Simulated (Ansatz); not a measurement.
Where CCSD(T) holds and where it slips

Each species is computed at the geometry given (Å), with frozen cores, in Ansatz 0.2.0: RHF-CCSD(T) for singlets, UHF-CCSD(T) otherwise, and full CI in the same basis. The program picks the determinant by trial CCSD, so it needn't be the lowest Hartree–Fock solution. States: HfH2 A1, BH2⁺ B2, BGe⁺ Σ⁺ or Δ, CP Σ⁺ or Δ. Cases whose determinant has another symmetry than full CI's state, or whose (Q) step broke down, weren't drawn. No spin–orbit coupling is included; scalar relativity enters only through core potentials past Kr.

Q: Judging by size, spin and bonding and the diagnostics given, rank them by the size of CCSD(T)'s error in total energy against full CI in the same basis, smallest first (an estimate).
A. BH₂⁺, triplet, aug-cc-pVTZ: B 0.000 0.000 -0.148; H 0.000 0.882 0.794; H 0.000 -0.882 0.794. T1 0.016, (T) -40 meV in a correlation energy of -1.92 eV
B. BGe⁺, singlet, cc-pVDZ: Ge 0.000 0.000 0.000; B 0.000 0.000 3.071. T1 0.031, (T) -135 meV in a correlation energy of -4.06 eV
C. HfH2, singlet, def2-SVP: Hf -0.010 0.000 0.000; H 0.870 0.000 -1.697; H 0.870 0.000 1.697. T1 0.021, (T) -94 meV in a correlation energy of -3.00 eV
D. CP, doublet, 6-31G: C 0.000 0.000 0.000; P 0.000 0.000 1.739. T1 0.121, (T) -153 meV in a correlation energy of -3.48 eV

A: A (11.5 meV), C (36.3 meV), B (48.1 meV), D (150.4 meV).

```csv
species,basis,correlated electrons,CCSD(T) − full CI (meV),CCSDT(Q) − full CI (meV),unpaired electrons (full CI),T1,⟨S²⟩ of the determinant
"BH2⁺, triplet",aug-cc-pVTZ,4,11.5,-0.4,2.02,0.016,2.02
"HfH2, singlet",def2-SVP,6,36.3,-0.7,0.38,0.021,0.00
"BGe⁺, singlet",cc-pVDZ,6,48.1,2.9,0.40,0.031,0.00
"CP, doublet",6-31G,9,150.4*,30.3,1.42,0.121,2.10
```

Unpaired electrons are Σ n²(2−n)² over natural occupations; an open shell counts its own unpaired electrons too. Frozen cores follow each run's orbitals, which moves totals by a few meV. An asterisk marks runs whose energy the program itself flagged as in doubt.
